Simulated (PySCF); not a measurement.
## Potential energy of AlCl along the bond

Set-up: PySCF, no relativity, basis sets Al 6-311G(d,p), Cl 6-311G(d,p). Energies in eV from Al + Cl in their ground configurations at the same level. State: ¹Σ⁺ (singlet), closed shell.

Curves on a restricted Hartree–Fock reference rise too fast on stretching and do not dissociate correctly.

```tsv
R (Å)	RHF-CCSD	RHF-SCS-MP2
1.860		-4.005
1.947	-4.421	-4.489
2.033	-4.668	-4.739
2.098	-4.743	-4.818
2.163	-4.750	-4.828
2.228	-4.706	-4.787
2.314	-4.590	-4.677
2.423	-4.387	-4.480
2.552	-4.098	-4.199
2.725		-3.798
```

**Question.** Put a parabola through the three lowest points of the RHF-CCSD curve and estimate Re, k and ωe (reduced mass 15.23 u; 1 eV/Å² = 0.16022 mdyn/Å; ωe = 1302.8·√(k/μ) cm⁻¹).

**Answer.** Through R = 2.098, 2.163, 2.228 Å the second-order coefficient is 6.04 eV/Å², so Re ≈ 2.139 Å, k ≈ 1.93 mdyn/Å and ωe ≈ 464 cm⁻¹. A polynomial fit of higher order to the unrounded RHF-CCSD energies gives Re = 2.137 Å, k = 2.17 mdyn/Å, ωe = 492 cm⁻¹; anharmonicity and rounding make the difference.

The higher-order fit for each curve: RHF-CCSD: Re = 2.137 Å, ωe = 492 cm⁻¹, De = 4.75 eV; RHF-SCS-MP2: Re = 2.141 Å, ωe = 486 cm⁻¹, De = 4.83 eV.

Correlated steps freeze 10 core orbitals. Where the molecule has an RHF reference, its open-shell atoms are computed with UHF.
